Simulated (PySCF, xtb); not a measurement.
ammonia (H3N), SMILES N.

Geometry: PBE0-D3(BJ)/def2-TZVPD.

Level of theory: C-PCM-ωB97X/def2-TZVPD run with PySCF.

The values are the electrostatic part of the solvation free energy, E(continuum) − E(gas) at the gas-phase geometry, in a cavity of scaled van der Waals radii (PySCF's table); cavitation and dispersion terms are not included. In vacuum the orbital gap is 12.47 eV. The dipole moment in vacuum is 1.56 D.

Computed values in water (ε = 78.36), tetrahydrofuran (ε = 7.43), chloroform (ε = 4.71):
```json
[
 {"solvent": "water", "ε": "78.36", "ΔG(elec) (kcal/mol)": "-4.9", "dipole (D)": "2.06", "gap (eV)": "12.78"},
 {"solvent": "tetrahydrofuran", "ε": "7.43", "ΔG(elec) (kcal/mol)": "-4.2", "dipole (D)": "1.98", "gap (eV)": "12.74"},
 {"solvent": "chloroform", "ε": "4.71", "ΔG(elec) (kcal/mol)": "-3.7", "dipole (D)": "1.93", "gap (eV)": "12.71"}
]
```

For comparison, GFN2-xTB/ALPB(water) (xtb, at the GFN2-xTB geometry, all terms of that model) gives -4.0 kcal/mol.
